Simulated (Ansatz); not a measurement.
**CH₂O: functionals against CCSD(T) at one geometry**

The task here is to estimate one member of a computed series from the others.

Computed with Ansatz 0.2.0, Gaussian basis. Level: single points in def2-TZVPP.

Correlated methods freeze the cores. B3LYP uses VWN-RPA correlation.

## The starting structure

SMILES `C=O`, 4 atoms, charge 0, spin multiplicity 1.

Atoms are counted from 1 here; the program's logs count them from 0.

Bond lengths: C1–O2 1.169 Å, C1–H3 1.104 Å, C1–H4 1.136 Å. Angles: O2–C1–H3 123.2°, O2–C1–H4 127.0°, H3–C1–H4 109.7°.

Geometry (Å):

```
C    -0.00040    0.01690    0.02850
O     0.65350    0.59190    0.80880
H    -0.54950    0.51830   -0.78710
H    -0.16850   -1.10540   -0.02880
```

Set-up of the first run:

File run/in.yaml:

```yaml
crystal:
  periodic: [false, false, false]
  atoms:
    - {symbol: C, position_ang: [-0.000400, 0.016900, 0.028500]}
    - {symbol: O, position_ang: [0.653500, 0.591900, 0.808800]}
    - {symbol: H, position_ang: [-0.549500, 0.518300, -0.787100]}
    - {symbol: H, position_ang: [-0.168500, -1.105400, -0.028800]}
basis:
  gaussian: {orbitals: def2-TZVPP}
correlation: {method: ccsd_t}
output: {forces: true}
```

The command line of these runs was not kept.

Steps of the session up to this table: CCSD(T)/def2-TZVPP; PBE0-D4/def2-TZVPP; wB97M-V/def2-TZVPP; r2SCAN-D4/def2-TZVPP; PBE-D4/def2-TZVPP; B3LYP-D4/def2-TZVPP; HSE06-D4/def2-TZVPP.

One of the session's tables, all rows but one given; the rest of the session is left out.

```
   method  RMS force component (eV/Å)  angle to CCSD(T) forces (°)  dipole (D)
  CCSD(T)                       1.591                    reference        2.13
  PBE0-D4                       1.120                          5.1        2.18
  wB97M-V                           ?                            ?           ?
r2SCAN-D4                       1.219                          3.9        2.10
   PBE-D4                       1.465                          7.9        1.99
 B3LYP-D4                       1.217                          3.3        2.18
 HSE06-D4                       1.125                          4.9        2.18
```

**Question.** Estimate the row for wB97M-V.

As computed: RMS force component (eV/Å): 1.219; angle to CCSD(T) forces (°): 4.4; dipole (D): 2.20.
